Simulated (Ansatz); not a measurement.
Geometry optimisation, Ansatz, RKS PBE0-D4/cc-pVDZ.

input.yaml

```yaml
crystal:
  periodic: [false, false, false]
  atoms:
    - { symbol: Al, position_ang: [0.065961, -0.263107, 0.139119] }
    - { symbol: "N", position_ang: [0.0387, -0.185972, 2.016888] }
    - { symbol: H, position_ang: [-0.781081, -0.374382, 2.581071] }
    - { symbol: H, position_ang: [0.867703, -0.206038, 2.598498] }
    - { symbol: H, position_ang: [1.504917, -0.251602, -0.523823] }
    - { symbol: H, position_ang: [-1.329251, -0.453966, -0.593763] }
    - { symbol: O, position_ang: [-0.381255, 2.59754, 0.772037] }
    - { symbol: H, position_ang: [-1.341055, 2.615264, 0.676114] }
    - { symbol: H, position_ang: [-0.270839, 1.998765, 1.553758] }
basis:
  gaussian: { orbitals: cc-pVDZ }
hamiltonian:
  xc: pbe0
  dispersion: d4
relax:
  f_tol: 0.03
  max_steps: 50
```

Command:

```bash
$ ansatz run input.yaml --threads 1 --pin off --max-ram 2048MiB --backend cpu --events-out ev --progress --plain --runs-dir out
```

Q: Where does it end, and by what steps?

A: The forces met the threshold. After 9 steps the energy has fallen by 0.593 eV; O7 moved furthest, 0.52 Å. Joined: Al1–O7 (2.96 → 2.05 Å).

```csv
step,energy less start (eV),largest force component (eV/Å),accepted
0,0.0000,1.400,yes
1,-0.1908,0.976,yes
2,-0.4095,1.296,yes
3,-0.5223,0.968,yes
4,-0.5390,0.486,yes
5,-0.5873,0.275,yes
6,-0.5915,0.116,yes
7,-0.5924,0.076,yes
8,-0.5916,0.073,no
9,-0.5930,0.013,yes
```

```xyz
9
Properties=species:S:1:pos:R:3
Al -0.010 0.117 0.229
N -0.009 0.022 2.103
H -0.752 -0.497 2.570
H 0.857 -0.204 2.592
H 1.403 0.015 -0.504
H -1.398 -0.297 -0.459
O -0.273 2.103 0.645
H -1.146 2.471 0.453
H -0.298 1.747 1.591
```

Time of the run: 30 s on 1 thread of Arm Neoverse V1 (shared host), peak memory 0.14 GiB.
